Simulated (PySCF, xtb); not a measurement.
## H4PSSi+: which of two structures lies lower

Structure a is `[SiH2]1[PH2+]S1`, a singlet and structure b is a singlet given by its coordinates. Both are isolated ions in the gas phase, relaxed with PBE0-D4/def2-SVP.

a (Å):

```xyz
7

P    -1.5399   -0.9998   -1.7712
S    -1.8633   -1.0976    0.2831
Si   -2.0218    0.8521   -0.6241
H    -0.8714    1.7663   -0.4681
H    -3.3812    1.3719   -0.8797
H    -0.2372   -1.3887   -2.1577
H    -2.4759   -1.7424   -2.5263
```

b (Å):

```xyz
7

P    -2.9704    0.0550   -2.2425
S     0.3658   -0.4332   -0.4890
Si   -1.6102   -0.9038   -0.8049
H    -4.0716   -0.0251   -1.3365
H    -2.5578    1.3827   -1.9239
H    -1.9820   -2.1656   -0.1237
H     0.3646    0.7016   -1.2338
```

Close contacts (Å): P1–Si3 2.20, S2–Si3 2.06, P1–H4 1.43, P1–H5 1.43, S2–H7 1.36, Si3–H6 1.48.

Task: Which of the two would you expect CCSD(T)/def2-SVP + ΔMP2/def2-TZVPP electronic energies to favour?

Result: Not settled: CCSD(T)/def2-SVP + ΔMP2/def2-TZVPP gives E(b) − E(a) = +0.051 eV, but this leans on the basis-set step: CCSD(T) alone gives −0.164 eV.

How the difference moves with the method:

```json
{"level": "GFN2-xTB", "geometry": "GFN2-xTB", "E(b) − E(a) (eV)": "+0.108", "departure from the last row (eV)": "+0.058", "job, with rough time for the two": "optimisation, 0.21 s"}
{"level": "HF/STO-3G", "geometry": "GFN2-xTB", "E(b) − E(a) (eV)": "−0.278", "departure from the last row (eV)": "−0.329", "job, with rough time for the two": "single point, 0.84 s"}
{"level": "r2SCAN-D4/def2-SVP", "geometry": "GFN2-xTB", "E(b) − E(a) (eV)": "−0.111", "departure from the last row (eV)": "−0.162", "job, with rough time for the two": "single point, 8.4 s"}
{"level": "PBE0-D4/def2-SVP", "geometry": "PBE0-D4/def2-SVP", "E(b) − E(a) (eV)": "+0.005", "departure from the last row (eV)": "−0.046", "job, with rough time for the two": "optimisation, 66 s"}
{"level": "HF/def2-SVP", "geometry": "PBE0-D4/def2-SVP", "E(b) − E(a) (eV)": "−0.072", "departure from the last row (eV)": "−0.122", "job, with rough time for the two": "part of the CCSD(T) run"}
{"level": "MP2/def2-SVP", "geometry": "PBE0-D4/def2-SVP", "E(b) − E(a) (eV)": "−0.056", "departure from the last row (eV)": "−0.106", "job, with rough time for the two": "part of the CCSD(T) run"}
{"level": "CCSD(T)/def2-SVP", "geometry": "PBE0-D4/def2-SVP", "E(b) − E(a) (eV)": "−0.164", "departure from the last row (eV)": "−0.214", "job, with rough time for the two": "single point"}
{"level": "CCSD(T)/def2-SVP + ΔMP2/def2-TZVPP", "geometry": "PBE0-D4/def2-SVP", "E(b) − E(a) (eV)": "+0.051", "departure from the last row (eV)": "", "job, with rough time for the two": "single point, 16 s"}
```

HF/STO-3G, r2SCAN-D4/def2-SVP, HF/def2-SVP, MP2/def2-SVP, CCSD(T)/def2-SVP put the two in the other order. PBE0-D4/def2-SVP finds them nearly level. The largest departure from CCSD(T)/def2-SVP + ΔMP2/def2-TZVPP is that of HF/STO-3G, 0.329 eV. The last row adds to CCSD(T) the change of the MP2 difference between the two basis sets, here +0.214 eV, a large step that makes the value less sure.

With thermal terms from frequencies at re-optimised GFN2-xTB minima (ideal gas, soft modes damped towards free rotors, one conformer each, 298.15 K, 1 atm): on the last row, ΔE + ΔZPE = +0.040, ΔH = +0.045, ΔG = +0.015 eV.

The correlated steps freeze 15 core orbitals. Programs: PySCF 2.14.0, xtb 6.7.1; the last row on 2 threads of Intel(R) Xeon(R) 6975P-C (Granite Rapids) on a shared host.
